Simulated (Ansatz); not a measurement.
# 1T (CdI2-type) SnSe2: smallest direct gap on the k points sampled by level of theory

No measured value is used here.

```csv
level (code),value (eV)
LDA+SOC (Ansatz),0.83
RPBE (Ansatz),1.23
r²SCAN+SOC (Ansatz),___
PBE0+SOC (Ansatz),2.41
```

Question: Fill in the missing entries.

Answer: 
- r²SCAN+SOC (Ansatz, a quantum-chemistry and plane-wave program), value (eV): 1.47

At these levels the smallest gap is indirect and lower: LDA+SOC 0.33, RPBE 0.61, r²SCAN+SOC 0.77, PBE0+SOC 1.85 eV. Computed values are for a static lattice. Levels without +SOC have no spin–orbit coupling; where heavier elements are present it shifts gaps, mostly down, and can invert bands.  Values are at the measured cell (atoms relaxed with PBEsol). Cutoffs and k meshes differ between the levels. Ansatz's density-functional and Hartree–Fock values are scalar-relativistic unless marked +SOC, with PAW data made under PBE.
